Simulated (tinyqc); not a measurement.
Worked calculation (part 1 of 2): RHF in the sto-3g basis, for HF, spin multiplicity 1. Computed by tinyqc, a small Python program that keeps every step (integrals from PySCF). Settings: charge = 0, multiplicity = 1, basis = sto-3g, energy threshold = 1e-10, iteration cap = 73, orthogonalisation = symmetric, start = core, DIIS depth = 0, method = RHF. Command: `OMP_NUM_THREADS=1 python tinyqc.py 31459 31460 out.jsonl` (the two numbers bound the seeds that draw the settings). One thread of a shared host (Intel(R) Xeon(R) Processor @ 2.60GHz), about 0.05 s of CPU time with the checks. Later iterations appear only in the table of the cycle.

## One-electron integrals

Geometry (angstrom):
```
atom         x         y         z
F     0.000000  0.000000  0.000000
H     0.000000  0.000000  1.101000
```

Basis sto-3g: exponents (1/bohr^2) and contraction coefficients of normalised primitives:
```
element  l (shell)    exponent  coefficient
F            s (1)  166.679130     0.154329
F            s (1)   30.360812     0.535328
F            s (1)    8.216821     0.444635
F            s (2)    6.464803    -0.099967
F            s (2)    1.502281     0.399513
F            s (2)    0.488588     0.700115
F            p (3)    6.464803     0.155916
F            p (3)    1.502281     0.607684
F            p (3)    0.488588     0.391957
H            s (1)    3.425251     0.154329
H            s (1)    0.623914     0.535328
H            s (1)    0.168855     0.444635
```

Overlap, kinetic and nuclear-attraction integrals over the contracted functions; the nuclear repulsion is the sum of Za Zb / Rab.

nuclear repulsion = 4.32569927 hartree

overlap S, lower triangle:
```
           1F 1s     1F 2s    1F 2px    1F 2py    1F 2pz     2H 1s
1F 1s   1.000000
1F 2s   0.237990  1.000000
1F 2px  0.000000  0.000000  1.000000
1F 2py  0.000000  0.000000  0.000000  1.000000
1F 2pz  0.000000  0.000000  0.000000  0.000000  1.000000
2H 1s   0.031842  0.335456  0.000000  0.000000  0.282320  1.000000
```

kinetic energy T (hartree), lower triangle:
```
            1F 1s     1F 2s    1F 2px    1F 2py    1F 2pz     2H 1s
1F 1s   36.984577
1F 2s   -0.212858  1.037995
1F 2px   0.000000  0.000000  3.248015
1F 2py   0.000000  0.000000  0.000000  3.248015
1F 2pz   0.000000  0.000000  0.000000  0.000000  3.248015
2H 1s   -0.007405  0.050721  0.000000  0.000000  0.151033  0.760032
```

nuclear attraction V (hartree), lower triangle:
```
             1F 1s       1F 2s      1F 2px      1F 2py      1F 2pz      2H 1s
1F 1s   -77.490213
1F 2s    -9.291195  -12.020967
1F 2px    0.000000    0.000000  -11.903816
1F 2py    0.000000    0.000000    0.000000  -11.903816
1F 2pz   -0.010445   -0.128958    0.000000    0.000000  -11.977273
2H 1s    -1.274987   -2.968724    0.000000    0.000000   -2.176283  -5.462991
```

core Hamiltonian H = T + V (hartree), lower triangle:
```
             1F 1s       1F 2s     1F 2px     1F 2py     1F 2pz      2H 1s
1F 1s   -40.505636
1F 2s    -9.504052  -10.982972
1F 2px    0.000000    0.000000  -8.655801
1F 2py    0.000000    0.000000   0.000000  -8.655801
1F 2pz   -0.010445   -0.128958   0.000000   0.000000  -8.729258
2H 1s    -1.282392   -2.918003   0.000000   0.000000  -2.025250  -4.702959
```

## Two-electron integrals

Functions are numbered as in S; the eight-fold symmetry (ij|kl) = (ji|kl) = (kl|ij) leaves the list below.

Two-electron integrals (ij|kl) in chemists' order, unique and non-zero (hartree):
```
(11|11) 5.403501   (21|11) 0.841920   (21|21) 0.156299   (22|11) 1.268028
(22|21) 0.292344   (22|22) 0.926167   (31|31) 0.027998   (32|31) 0.043169
(32|32) 0.204588   (33|11) 1.264502   (33|21) 0.292403   (33|22) 0.925959
(33|33) 0.997514   (41|41) 0.027998   (42|41) 0.043169   (42|42) 0.204588
(43|43) 0.053770   (44|11) 1.264502   (44|21) 0.292403   (44|22) 0.925959
(44|33) 0.889973   (44|44) 0.997514   (51|51) 0.027998   (52|51) 0.043169
(52|52) 0.204588   (53|53) 0.053770   (54|54) 0.053770   (55|11) 1.264502
(55|21) 0.292403   (55|22) 0.925959   (55|33) 0.889973   (55|44) 0.889973
(55|55) 0.997514   (61|11) 0.114116   (61|21) 0.021016   (61|22) 0.039090
(61|33) 0.039030   (61|44) 0.039030   (61|51) 0.000858   (61|52) 0.001614
(61|55) 0.039218   (61|61) 0.002855   (62|11) 0.300161   (62|21) 0.070180
(62|22) 0.249375   (62|33) 0.245662   (62|44) 0.245662   (62|51) 0.004787
(62|52) 0.037948   (62|55) 0.256556   (62|61) 0.009583   (62|62) 0.083890
(63|31) 0.007211   (63|32) 0.043242   (63|53) 0.007911   (63|63) 0.012213
(64|41) 0.007211   (64|42) 0.043242   (64|54) 0.007911   (64|64) 0.012213
(65|11) 0.208966   (65|21) 0.049469   (65|22) 0.188154   (65|33) 0.180206
(65|44) 0.180206   (65|51) 0.010155   (65|52) 0.070270   (65|55) 0.203834
(65|61) 0.007026   (65|62) 0.077692   (65|65) 0.083647   (66|11) 0.470419
(66|21) 0.111778   (66|22) 0.458845   (66|33) 0.443678   (66|44) 0.443678
(66|51) 0.009186   (66|52) 0.103506   (66|55) 0.488688   (66|61) 0.015345
(66|62) 0.201716   (66|65) 0.217358   (66|66) 0.774606
```

## Orthogonalisation

S = U s U^T; symmetric (Loewdin) form X = U s^(-1/2) U^T, so that X^T S X = 1.

eigenvalues of S: 0.532741  0.847164  1.000000  1.000000  1.128623  1.491471

X, lower triangle:
```
            1F 1s      1F 2s    1F 2px    1F 2py     1F 2pz     2H 1s
1F 1s    1.022872
1F 2s   -0.129049   1.073914
1F 2px   0.000000   0.000000  1.000000
1F 2py   0.000000   0.000000  0.000000  1.000000
1F 2pz  -0.004617   0.042518  0.000000  0.000000   1.034935
2H 1s    0.017637  -0.195681  0.000000  0.000000  -0.161409  1.084935
```

## Starting guess

The start is the orbitals of the core Hamiltonian; D = 2 C_occ C_occ^T.

D at the start, lower triangle:
```
            1F 1s      1F 2s    1F 2px    1F 2py     1F 2pz     2H 1s
1F 1s    2.124615
1F 2s   -0.531254   2.263470
1F 2px   0.000000   0.000000  2.000000
1F 2py   0.000000   0.000000  0.000000  2.000000
1F 2pz  -0.023600   0.133893  0.000000  0.000000   2.120970
2H 1s    0.058587  -0.246774  0.000000  0.000000  -0.269008  0.057537
```

## Iteration 1: building the Fock matrix

J_ij = sum D_kl (ij|kl), K_ij = sum D_kl (ik|jl); F = H + J - 0.5 K; E = tr D H + tr D J / 2 - 0.25 tr D K + E_nn.

Coulomb J (hartree), lower triangle:
```
            1F 1s     1F 2s    1F 2px    1F 2py    1F 2pz     2H 1s
1F 1s   20.975804
1F 2s    4.021830  9.954245
1F 2px   0.000000  0.000000  9.946260
1F 2py   0.000000  0.000000  0.000000  9.946260
1F 2pz   0.003041  0.002357  0.000000  0.000000  9.943793
2H 1s    0.541001  2.593870  0.000000  0.000000  1.918762  4.587632
```

exchange K (hartree), lower triangle:
```
            1F 1s     1F 2s    1F 2px    1F 2py    1F 2pz     2H 1s
1F 1s   11.113664
1F 2s    1.948702  3.239638
1F 2px   0.000000  0.000000  2.669257
1F 2py   0.000000  0.000000  0.000000  2.669257
1F 2pz   0.001237  0.007386  0.000000  0.000000  2.669128
2H 1s    0.277672  0.738170  0.000000  0.000000  0.405661  0.262372
```

Fock matrix F (hartree), lower triangle:
```
             1F 1s      1F 2s     1F 2px     1F 2py     1F 2pz      2H 1s
1F 1s   -25.086664
1F 2s    -6.456573  -2.648546
1F 2px    0.000000   0.000000  -0.044169
1F 2py    0.000000   0.000000   0.000000  -0.044169
1F 2pz   -0.008022  -0.130294   0.000000   0.000000  -0.120030
2H 1s    -0.880227  -0.693218   0.000000   0.000000  -0.309318  -0.246513
```

total energy of this density = -97.87027088 hartree

## Iteration 1: diagonalisation and new density

Diagonalise F' = X^T F X, C = X C', fill 5 alpha and 5 beta electrons from the bottom; D = 2 C_occ C_occ^T. Each column has its largest component positive (the first on a tie).

F' = X^T F X (hartree), lower triangle:
```
            1          2          3          4          5         6
1  -24.615644
2   -3.372489  -1.452152
3    0.000000   0.000000  -0.044169
4    0.000000   0.000000   0.000000  -0.044169
5   -0.016863  -0.053920   0.000000   0.000000  -0.037618
6   -0.093977  -0.326997   0.000000   0.000000  -0.298578  0.002859
```

orbital energies (hartree): MO1 -25.097472, MO2 -1.079525, MO3 -0.238866, MO4 -0.044169, MO5 -0.044169, MO6 0.313308

coefficients C:
```
              MO1        MO2        MO3        MO4       MO5        MO6
1F 1s    0.994459  -0.253573   0.082723   0.000000  0.000000   0.056242
1F 2s    0.022920   0.964484  -0.397115   0.000000  0.000000  -0.348694
1F 2px   0.000000   0.000000   0.000000   0.995347  0.096358   0.000000
1F 2py   0.000000   0.000000   0.000000  -0.096358  0.995347   0.000000
1F 2pz   0.001611   0.129451   0.690716   0.000000  0.000000  -0.777896
2H 1s   -0.004321   0.126564   0.550520   0.000000  0.000000   0.960535
```

D after iteration 1, lower triangle:
```
            1F 1s      1F 2s    1F 2px    1F 2py    1F 2pz     2H 1s
1F 1s    2.120181
1F 2s   -0.509249   2.176910
1F 2px   0.000000   0.000000  2.000000
1F 2py   0.000000   0.000000  0.000000  2.000000
1F 2pz   0.051830  -0.298807  0.000000  0.000000  0.987698
2H 1s    0.018302  -0.193301  0.000000  0.000000  0.793260  0.638219
```

Within a degenerate level the vectors are fixed only up to a rotation; this is one choice.

## Iteration 2: building the Fock matrix

As before.

Coulomb J (hartree), lower triangle:
```
            1F 1s     1F 2s    1F 2px    1F 2py    1F 2pz     2H 1s
1F 1s   20.186141
1F 2s    3.844117  9.521661
1F 2px   0.000000  0.000000  9.528410
1F 2py   0.000000  0.000000  0.000000  9.528410
1F 2pz  -0.002741  0.045144  0.000000  0.000000  9.481554
2H 1s    0.516957  2.541570  0.000000  0.000000  1.925117  4.840666
```

exchange K (hartree), lower triangle:
```
            1F 1s      1F 2s    1F 2px    1F 2py    1F 2pz     2H 1s
1F 1s   11.078036
1F 2s    1.907355   3.090140
1F 2px   0.000000   0.000000  2.620331
1F 2py   0.000000   0.000000  0.000000  2.620331
1F 2pz   0.004335  -0.054292  0.000000  0.000000  2.011062
2H 1s    0.272557   0.879026  0.000000  0.000000  0.777046  1.026472
```

Fock matrix F (hartree), lower triangle:
```
             1F 1s      1F 2s     1F 2px     1F 2py     1F 2pz      2H 1s
1F 1s   -25.858514
1F 2s    -6.613613  -3.006381
1F 2px    0.000000   0.000000  -0.437557
1F 2py    0.000000   0.000000   0.000000  -0.437557
1F 2pz   -0.015354  -0.056668   0.000000   0.000000  -0.253236
2H 1s    -0.901713  -0.815946   0.000000   0.000000  -0.488656  -0.375529
```

total energy of this density = -98.54675029 hartree

## Iteration 2: diagonalisation and new density

As before.

F' = X^T F X (hartree), lower triangle:
```
            1          2          3          4          5          6
1  -25.387779
2   -3.398125  -1.779062
3    0.000000   0.000000  -0.437557
4    0.000000   0.000000   0.000000  -0.437557
5   -0.037289   0.063307   0.000000   0.000000  -0.116139
6   -0.089740  -0.400760   0.000000   0.000000  -0.481917  -0.046541
```

orbital energies (hartree): MO1 -25.868005, MO2 -1.411848, MO3 -0.514197, MO4 -0.437557, MO5 -0.437557, MO6 0.464529

coefficients C:
```
              MO1        MO2        MO3        MO4       MO5        MO6
1F 1s    0.994871  -0.255582   0.064459   0.000000  0.000000   0.063301
1F 2s    0.021269   0.979229  -0.331459   0.000000  0.000000  -0.375280
1F 2px   0.000000   0.000000   0.000000   0.905273  0.424830   0.000000
1F 2py   0.000000   0.000000   0.000000  -0.424830  0.905273   0.000000
1F 2pz   0.001699   0.053589   0.686138   0.000000  0.000000  -0.790767
2H 1s   -0.003968   0.116834   0.573088   0.000000  0.000000   0.948495
```

D after iteration 2, lower triangle:
```
            1F 1s      1F 2s    1F 2px    1F 2py    1F 2pz     2H 1s
1F 1s    2.118493
1F 2s   -0.500959   2.138415
1F 2px   0.000000   0.000000  2.000000
1F 2py   0.000000   0.000000  0.000000  2.000000
1F 2pz   0.064443  -0.349829  0.000000  0.000000  0.947320
2H 1s    0.006264  -0.151265  0.000000  0.000000  0.798943  0.684190
```

Within a degenerate level the vectors are fixed only up to a rotation; this is one choice.

## Iteration 3: building the Fock matrix

As before.

Coulomb J (hartree), lower triangle:
```
            1F 1s     1F 2s    1F 2px    1F 2py    1F 2pz     2H 1s
1F 1s   20.137595
1F 2s    3.833322  9.494582
1F 2px   0.000000  0.000000  9.501701
1F 2py   0.000000  0.000000  0.000000  9.501701
1F 2pz  -0.005521  0.034064  0.000000  0.000000  9.453751
2H 1s    0.515404  2.535494  0.000000  0.000000  1.920502  4.848669
```

exchange K (hartree), lower triangle:
```
            1F 1s      1F 2s    1F 2px    1F 2py    1F 2pz     2H 1s
1F 1s   11.074887
1F 2s    1.905948   3.074373
1F 2px   0.000000   0.000000  2.615066
1F 2py   0.000000   0.000000  0.000000  2.615066
1F 2pz   0.003741  -0.093462  0.000000  0.000000  1.975402
2H 1s    0.271995   0.888224  0.000000  0.000000  0.772020  1.066938
```

Fock matrix F (hartree), lower triangle:
```
             1F 1s      1F 2s     1F 2px     1F 2py     1F 2pz      2H 1s
1F 1s   -25.905484
1F 2s    -6.623704  -3.025576
1F 2px    0.000000   0.000000  -0.461633
1F 2py    0.000000   0.000000   0.000000  -0.461633
1F 2pz   -0.017836  -0.048162   0.000000   0.000000  -0.263208
2H 1s    -0.902985  -0.826621   0.000000   0.000000  -0.490758  -0.387759
```

total energy of this density = -98.55176763 hartree

## Iteration 3: diagonalisation and new density

As before.

F' = X^T F X (hartree), lower triangle:
```
            1          2          3          4          5          6
1  -25.434546
2   -3.400890  -1.794410
3    0.000000   0.000000  -0.461633
4    0.000000   0.000000   0.000000  -0.461633
5   -0.041150   0.073835   0.000000   0.000000  -0.125551
6   -0.088540  -0.408826   0.000000   0.000000  -0.483025  -0.056106
```

orbital energies (hartree): MO1 -25.914927, MO2 -1.429987, MO3 -0.526541, MO4 -0.461633, MO5 -0.461633, MO6 0.460842

coefficients C:
```
              MO1        MO2        MO3        MO4       MO5        MO6
1F 1s    0.994889  -0.255477   0.062937   0.000000  0.000000   0.064959
1F 2s    0.021201   0.978730  -0.325692   0.000000  0.000000  -0.381583
1F 2px   0.000000   0.000000   0.000000   0.925334  0.379153   0.000000
1F 2py   0.000000   0.000000   0.000000  -0.379153  0.925334   0.000000
1F 2pz   0.001791   0.045402   0.687809   0.000000  0.000000  -0.789826
2H 1s   -0.003980   0.119395   0.572005   0.000000  0.000000   0.948829
```

D after iteration 3, lower triangle:
```
            1F 1s      1F 2s    1F 2px    1F 2py    1F 2pz     2H 1s
1F 1s    2.118068
1F 2s   -0.498897   2.128874
1F 2px   0.000000   0.000000  2.000000
1F 2py   0.000000   0.000000  0.000000  2.000000
1F 2pz   0.066942  -0.359079  0.000000  0.000000  0.950292
2H 1s    0.003076  -0.139053  0.000000  0.000000  0.797687  0.682921
```

Within a degenerate level the vectors are fixed only up to a rotation; this is one choice.

## Iteration 4: building the Fock matrix

As before.

Coulomb J (hartree), lower triangle:
```
            1F 1s     1F 2s    1F 2px    1F 2py    1F 2pz     2H 1s
1F 1s   20.135914
1F 2s    3.833002  9.493952
1F 2px   0.000000  0.000000  9.500916
1F 2py   0.000000  0.000000  0.000000  9.500916
1F 2pz  -0.006105  0.031104  0.000000  0.000000  9.453434
2H 1s    0.515339  2.534898  0.000000  0.000000  1.919545  4.847435
```

exchange K (hartree), lower triangle:
```
            1F 1s      1F 2s    1F 2px    1F 2py    1F 2pz     2H 1s
1F 1s   11.074435
1F 2s    1.906158   3.072726
1F 2px   0.000000   0.000000  2.614415
1F 2py   0.000000   0.000000  0.000000  2.614415
1F 2pz   0.003751  -0.101002  0.000000  0.000000  1.977615
2H 1s    0.271926   0.890064  0.000000  0.000000  0.770543  1.068322
```

Fock matrix F (hartree), lower triangle:
```
             1F 1s      1F 2s     1F 2px     1F 2py     1F 2pz      2H 1s
1F 1s   -25.906940
1F 2s    -6.624128  -3.025383
1F 2px    0.000000   0.000000  -0.462092
1F 2py    0.000000   0.000000   0.000000  -0.462092
1F 2pz   -0.018426  -0.047353   0.000000   0.000000  -0.264631
2H 1s    -0.903016  -0.828137   0.000000   0.000000  -0.490977  -0.389685
```

total energy of this density = -98.55193260 hartree

## Iteration 4: diagonalisation and new density

As before.

F' = X^T F X (hartree), lower triangle:
```
            1          2          3          4          5          6
1  -25.435942
2   -3.401286  -1.793451
3    0.000000   0.000000  -0.462092
4    0.000000   0.000000   0.000000  -0.462092
5   -0.041915   0.075025   0.000000   0.000000  -0.126955
6   -0.088213  -0.410460   0.000000   0.000000  -0.483001  -0.057626
```

orbital energies (hartree): MO1 -25.916387, MO2 -1.429988, MO3 -0.527835, MO4 -0.462092, MO5 -0.462092, MO6 0.460237

coefficients C:
```
              MO1        MO2        MO3       MO4        MO5        MO6
1F 1s    0.994888  -0.255366   0.063015  0.000000   0.000000   0.065329
1F 2s    0.021205   0.978090  -0.325978  0.000000   0.000000  -0.382977
1F 2px   0.000000   0.000000   0.000000  0.014550   0.999894   0.000000
1F 2py   0.000000   0.000000   0.000000  0.999894  -0.014550   0.000000
1F 2pz   0.001815   0.044756   0.688200  0.000000   0.000000  -0.789522
2H 1s   -0.003988   0.120866   0.571448  0.000000   0.000000   0.948979
```

D after iteration 4, lower triangle:
```
            1F 1s      1F 2s    1F 2px    1F 2py    1F 2pz     2H 1s
1F 1s    2.117972
1F 2s   -0.498432   2.126743
1F 2px   0.000000   0.000000  2.000000
1F 2py   0.000000   0.000000  0.000000  2.000000
1F 2pz   0.067487  -0.361049  0.000000  0.000000  0.951253
2H 1s    0.002355  -0.136293  0.000000  0.000000  0.797346  0.682354
```

Within a degenerate level the vectors are fixed only up to a rotation; this is one choice.

## Iteration 9 (converged): orbitals

converged F (hartree), lower triangle:
```
             1F 1s      1F 2s     1F 2px     1F 2py     1F 2pz      2H 1s
1F 1s   -25.907050
1F 2s    -6.624188  -3.025176
1F 2px    0.000000   0.000000  -0.462057
1F 2py    0.000000   0.000000   0.000000  -0.462057
1F 2pz   -0.018595  -0.047163   0.000000   0.000000  -0.265009
2H 1s    -0.903015  -0.828535   0.000000   0.000000  -0.491030  -0.390198
```

As before.

F' = X^T F X (hartree), lower triangle:
```
            1          2          3          4          5          6
1  -25.436035
2   -3.401392  -1.793031
3    0.000000   0.000000  -0.462057
4    0.000000   0.000000   0.000000  -0.462057
5   -0.042130   0.075319   0.000000   0.000000  -0.127331
6   -0.088118  -0.410916   0.000000   0.000000  -0.482986  -0.058031
```

orbital energies (hartree): MO1 -25.916499, MO2 -1.429851, MO3 -0.528151, MO4 -0.462057, MO5 -0.462057, MO6 0.460074

coefficients C:
```
              MO1        MO2        MO3        MO4       MO5        MO6
1F 1s    0.994888  -0.255332   0.063052   0.000000  0.000000   0.065433
1F 2s    0.021207   0.977891  -0.326113   0.000000  0.000000  -0.383371
1F 2px   0.000000   0.000000   0.000000  -0.240069  0.970756   0.000000
1F 2py   0.000000   0.000000   0.000000   0.970756  0.240069   0.000000
1F 2pz   0.001822   0.044616   0.688315   0.000000  0.000000  -0.789431
2H 1s   -0.003990   0.121313   0.571276   0.000000  0.000000   0.949025
```

D after iteration 9, lower triangle:
```
            1F 1s      1F 2s    1F 2px    1F 2py    1F 2pz     2H 1s
1F 1s    2.117944
1F 2s   -0.498300   2.126138
1F 2px   0.000000   0.000000  2.000000
1F 2py   0.000000   0.000000  0.000000  2.000000
1F 2pz   0.067640  -0.361601  0.000000  0.000000  0.951542
2H 1s    0.002150  -0.135509  0.000000  0.000000  0.797246  0.682177
```

Within a degenerate level the vectors are fixed only up to a rotation; this is one choice.

## Convergence

Stop when the energy changes by less than 1e-10 hartree and every element of the error matrix X^T (F D S - S D F) X is below 3e-06.

Course of the cycle:
```
iteration   E (hartree)     change  largest element of the error matrix
1          -97.87027088          -                             5.80e-01
2          -98.54675029  -6.76e-01                             9.14e-02
3          -98.55176763  -5.02e-03                             1.67e-02
4          -98.55193260  -1.65e-04                             3.55e-03
5          -98.55194050  -7.90e-06                             7.77e-04
6          -98.55194088  -3.83e-07                             1.71e-04
7          -98.55194090  -1.86e-08                             3.77e-05
8          -98.55194090  -9.04e-10                             8.30e-06
9          -98.55194090  -4.39e-11                             1.83e-06
```

PySCF RHF in the same basis = -98.55194090 hartree

Converged in 9 iterations.
